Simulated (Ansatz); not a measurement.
# C4H6FN: the cost of one run

All numbers below are computed with Ansatz 0.2.0 (RKS BLYP/def2-SVP).

**1. The starting structure**

Bond lengths: C1–C2 1.526 Å, C2–C3 1.350 Å, C3–F4 1.327 Å, C3–N5 1.341 Å, C2–C6 1.494 Å, N5–C6 1.412 Å, C1–H7 1.044 Å, C1–H8 1.123 Å, C1–H9 1.143 Å, N5–H10 0.981 Å, C6–H11 1.085 Å, C6–H12 1.118 Å. Angles (14 of 21 angles, heavy atoms first): C1–C2–C3 136.9°, C1–C2–C6 135.2°, C3–C2–C6 87.6°, C2–C3–F4 136.2°, C2–C3–N5 94.3°, F4–C3–N5 129.1°, C3–N5–C6 91.4°, C2–C6–N5 85.5°, C2–C1–H7 112.9°, C2–C1–H8 106.0°, C2–C1–H9 111.0°, C3–N5–H10 117.5°, C6–N5–H10 119.0°, C2–C6–H11 116.3°.

As a file:

```xyz
12

C    -1.1167   -0.7016    1.1749
C    -0.1073   -0.0459    0.2370
C     0.2740    1.2103   -0.0771
F    -0.0145    2.4331    0.3497
N     1.2345    0.8156   -0.9257
C     0.8014   -0.5265   -0.8470
H    -1.0174   -1.7403    1.2175
H    -2.1313   -0.4208    0.7836
H    -1.0696   -0.2353    2.2174
H     1.2719    1.2521   -1.8034
H     0.3227   -0.8839   -1.7531
H     1.6293   -1.2119   -0.5397
```

**2. End point A**

File input.yaml:

```yaml
crystal:
  periodic: [false, false, false]
  atoms:
    - { symbol: C, position_ang: [-1.1167, -0.7016, 1.1749] }
    - { symbol: C, position_ang: [-0.1073, -0.0459, 0.237] }
    - { symbol: C, position_ang: [0.274, 1.2103, -0.0771] }
    - { symbol: F, position_ang: [-0.0145, 2.4331, 0.3497] }
    - { symbol: "N", position_ang: [1.2345, 0.8156, -0.9257] }
    - { symbol: C, position_ang: [0.8014, -0.5265, -0.847] }
    - { symbol: H, position_ang: [-1.0174, -1.7403, 1.2175] }
    - { symbol: H, position_ang: [-2.1313, -0.4208, 0.7836] }
    - { symbol: H, position_ang: [-1.0696, -0.2353, 2.2174] }
    - { symbol: H, position_ang: [1.2719, 1.2521, -1.8034] }
    - { symbol: H, position_ang: [0.3227, -0.8839, -1.7531] }
    - { symbol: H, position_ang: [1.6293, -1.2119, -0.5397] }
basis:
  gaussian: { orbitals: def2-SVP }
hamiltonian:
  xc: blyp
relax:
  f_tol: 0.02
  max_steps: 50
```

The run is started by

```
ansatz run input.yaml --threads 2 --pin off --max-ram 3072MiB --backend cpu --events-out ev --progress --plain --runs-dir out
```

What time and memory should one allow on 2 threads of Arm Neoverse V1, shared host?

About 39 s, with a peak of 0.14 GiB.
